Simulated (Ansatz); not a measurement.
# CH3B (quintet): from Hartree-Fock to the top rungs, cc-pVDZ

The task here is to estimate one member of a computed series from the others.

Method: cc-pVDZ, core rule «outside noble gas», up to 2 orbitals frozen; program: Ansatz 0.2.0, Gaussian basis.

To be run: UHF; CCSD(T) on ROHF; CCSD(T) on UHF; BCCD(T) on ROHF; CISD; CCSDT(Q) on ROHF; CCSDT(Q) on UHF; CASSCF and MRCISD+Q, 10 electrons in 11 orbitals; CASSCF and NEVPT2, 10 electrons in 11 orbitals.

20 further runs of the same task are left out: 7 that didn't finish, 13 set aside as unsound or not needed.

## The geometry

The geometry is a PBE0/def2-TZVP stationary point (not a proven minimum) of the parent state, kept for this charge and spin.

5 atoms, charge 0, spin multiplicity 5.

Atoms are counted from 1 here; the program's logs count them from 0.

Bond lengths: B1–C2 1.496 Å, B1–H3 1.202 Å, B1–H4 1.196 Å, C2–H5 1.082 Å. Angles: C2–B1–H3 119.8°, C2–B1–H4 120.9°, H3–B1–H4 119.3°, B1–C2–H5 144.8°.

The first run:

in.yaml

```yaml
crystal:
  periodic: [false, false, false]
  atoms:
    - {symbol: B, position_ang: [0.000000, 0.050359, 0.739783]}
    - {symbol: C, position_ang: [0.000000, -0.101482, -0.748988]}
    - {symbol: H, position_ang: [0.000000, 1.148901, 1.227395]}
    - {symbol: H, position_ang: [0.000000, -0.908685, 1.455152]}
    - {symbol: H, position_ang: [0.000000, 0.428910, -1.692336]}
basis:
  gaussian: {orbitals: cc-pVDZ}
magnetization: {spin_polarized: true, initial_magnetization: 4}
hamiltonian: {xc: hf}
output: {orbitals: {seedname: orbitals}}
```

Started as:

```console
$ ansatz run in.yaml --threads 1 --pin off --events-out ev --progress --plain --max-ram 2393MiB
```

Among the steps run: UHF; CCSD(T) on ROHF; CCSD(T) on UHF; BCCD(T) on ROHF; CISD; CCSDT(Q) on ROHF; CCSDT(Q) on UHF; CASSCF and MRCISD+Q, 10 electrons in 11 orbitals; CASSCF and NEVPT2, 10 electrons in 11 orbitals.

One table of the session follows, with a row left open; its other results are not shown here.

| method | from UCCSDT(Q) (kcal/mol) |
| --- | --- |
| ROHF | +130.19 |
| UHF | +124.75 |
| RMP2 | +27.18 |
| UMP2 | +26.94 |
| CISD | +11.04 |
| RCCSD | +3.89 |
| UCCSD | +3.77 |
| RCCSD(T) | +0.82 |
| UCCSD(T) | +0.78 |
| BCCD(T) | +0.80 |
| RCCSDT | +0.18 |
| UCCSDT | +0.14 |
| RCCSDT(Q) | +0.05 |
| UCCSDT(Q) | 0 |
| CASSCF valence | +85.44 |
| NEVPT2 valence | ? |
| MRCISD valence | +5.41 |
| MRCISD+Q valence | +0.75 |

**Question.** Estimate the row for NEVPT2 valence.

**Answer.** from UCCSDT(Q) (kcal/mol): +19.34. In the column «from UCCSDT(Q) (kcal/mol)» it lies between CISD (+11.04) and UMP2 (+26.94).

Caveats from the session: Restricted and unrestricted rows rest on different reference determinants; where their highest levels disagree by more than a few hundredths of an eV, they describe different states and don't form one ladder.
